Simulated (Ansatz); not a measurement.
# CH4LiO+: functionals against CCSD(T) at one geometry

One table from this session's results is given with a row withheld; the runs are named, their logs left out.

Method: single points in def2-TZVPP; program: Ansatz 0.2.0, Gaussian basis.

Correlated methods freeze the cores. The outer core shell of Li, Na, Mg and K is correlated.

### The starting structure

SMILES `[Li][CH2][OH2+]`, 7 atoms, charge 1, spin multiplicity 1.

Atoms are counted from 1 here; the program's logs count them from 0.

Bond lengths: Li1–C2 2.116 Å, C2–O3 1.389 Å, C2–H4 1.100 Å, C2–H5 1.098 Å, O3–H6 0.956 Å, O3–H7 0.893 Å. Angles: Li1–C2–O3 136.3°, Li1–C2–H4 91.4°, Li1–C2–H5 102.4°, O3–C2–H4 110.8°, O3–C2–H5 111.0°, H4–C2–H5 97.1°, C2–O3–H6 117.9°, C2–O3–H7 103.1°, H6–O3–H7 104.1°.

As a file:

```
Li   -1.4937   -1.5968    0.7605
C    -0.3014   -0.1514   -0.2222
O     0.8111    0.6165    0.0951
H    -1.1778    0.4874   -0.4036
H    -0.2197   -0.5627   -1.2372
H     0.8218    1.0595    0.9418
H     1.4637    0.0104    0.1584
```

The first run:

File run/in.yaml:

```yaml
crystal:
  periodic: [false, false, false]
  atoms:
    - {symbol: Li, position_ang: [-1.493700, -1.596800, 0.760500]}
    - {symbol: C, position_ang: [-0.301400, -0.151400, -0.222200]}
    - {symbol: O, position_ang: [0.811100, 0.616500, 0.095100]}
    - {symbol: H, position_ang: [-1.177800, 0.487400, -0.403600]}
    - {symbol: H, position_ang: [-0.219700, -0.562700, -1.237200]}
    - {symbol: H, position_ang: [0.821800, 1.059500, 0.941800]}
    - {symbol: H, position_ang: [1.463700, 0.010400, 0.158400]}
basis:
  gaussian: {orbitals: def2-TZVPP}
total_charge: 1
correlation: {method: ccsd_t}
output: {forces: true}
```

The command line of these runs was not kept.

Among the steps run: CCSD(T)/def2-TZVPP; PBE0-D4/def2-TZVPP; wB97M-V/def2-TZVPP; r2SCAN-D4/def2-TZVPP; PBE-D4/def2-TZVPP; r2SCAN0-D4/def2-TZVPP; BLYP-D4/def2-TZVPP.

One table of the session follows, with a row left open; its other results are not shown here.

```
    method  RMS force component (eV/Å)  angle to CCSD(T) forces (°)
   CCSD(T)                       2.111                    reference
   PBE0-D4                       2.007                          2.9
   wB97M-V                       2.077                          1.6
 r2SCAN-D4                           ?                            ?
    PBE-D4                       2.126                          6.4
r2SCAN0-D4                       1.993                          2.8
   BLYP-D4                       2.200                          4.7
```

Estimate the missing values for r2SCAN-D4.

As computed: RMS force component (eV/Å): 2.085; angle to CCSD(T) forces (°): 1.4. In the column «RMS force component (eV/Å)» it lies between wB97M-V (2.077) and CCSD(T) (2.111).
